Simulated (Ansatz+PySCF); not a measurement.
Results of a calculation; reference values are marked as such.
**Several solutions for singlet HClO**

```xyz
3

O     0.0000    0.8387   -0.7152
H     0.0000    1.5947   -0.1097
Cl    0.0000   -0.4885    0.3430
```

Basis set: def2-SVP (spherical functions). Charge 0, multiplicity 1.

CASSCF(2,2) was run from several starts with Ansatz (development build ahead of 0.2.0) and PySCF 2.14.0. The starts are those of the Hartree–Fock orbitals from which the active space was taken at the frontier.

```
run  program                        start  converged  energy (hartree)  <S²>
  A   Ansatz  search for the lowest state        yes        -534.68603  0.00
  B   Ansatz      stability test followed        yes        -534.68603  0.00
  C   Ansatz      atomic start, no search        yes        -534.66226  0.00
  D    PySCF             program defaults        yes        -534.66226  0.00
```

Task: Which runs reached the lowest solution of this kind, and what is wrong with the others?

Result: A, B reached the lowest solution found. Converged but too high: C by 0.65 eV, D by 0.65 eV. Convergence only shows a stationary point; in CASSCF the end hangs on which orbitals enter the active space. Caution: other starts end on other solutions of this active space.
